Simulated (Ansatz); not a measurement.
# Worked example: NH3, triplet against NH3, singlet

Geometry (PBE0/def2-TZVP stationary point of a singlet), kept for both states:

```xyz
4

N     0.0003   -0.0001   -0.0667
H     0.9385    0.0130    0.3137
H    -0.4826    0.8082    0.3055
H    -0.4607   -0.8202    0.3074
```

Basis cc-pVDZ; Ansatz 0.2.0. Correlated methods freeze the noble-gas cores. R marks a restricted (for open shells ROHF) determinant, U an unrestricted one.

Full CI isn't at hand for all of this; UCCSDT(Q) serves as the reference, and is uncertain by the last step of the cluster series or more.

| level | E(NH3, singlet) (hartree) | E(NH3, triplet) (hartree) |
| --- | --- | --- |
| UHF | -56.195558 | -55.961657 |
| UMP2 | -56.381838 | -56.120456 |
| UCCSD(T) | -56.401852 | -56.144412 |
| PBE | -56.476284 | -56.226297 |
| wB97M-V | -56.518060 | -56.256944 |
| UCCSDT(Q) | -56.402454 | -56.145136 |

Problem. Give the vertical gap, NH3 triplet less NH3 singlet, at each level in eV (1 hartree = 27.2114 eV), and each error against UCCSDT(Q).

Solution. UCCSDT(Q): (-56.145136 − (-56.402454)) × 27.2114 = 7.002 eV (the reference)
wB97M-V: (-56.256944 − (-56.518060)) × 27.2114 = 7.105 eV, error 0.103 eV
PBE: (-56.226297 − (-56.476284)) × 27.2114 = 6.802 eV, error -0.200 eV
UCCSD(T): (-56.144412 − (-56.401852)) × 27.2114 = 7.005 eV, error 0.003 eV
UMP2: (-56.120456 − (-56.381838)) × 27.2114 = 7.113 eV, error 0.111 eV
UHF: (-55.961657 − (-56.195558)) × 27.2114 = 6.365 eV, error -0.637 eV

Total energies of functionals can't be set beside those of wave-function methods, since they hold the core's correlation and their own absolute errors; only the differences compare.

In so small a basis the reference is far from its limit while semilocal and hybrid functionals are nearer theirs, so the functionals' errors here hold much of the reference's basis and frozen-core error, which can add to them or hide them.

Each level lands on the state that its own search finds. T1 diagnostics of restricted CCSD: 0.005 and 0.012.
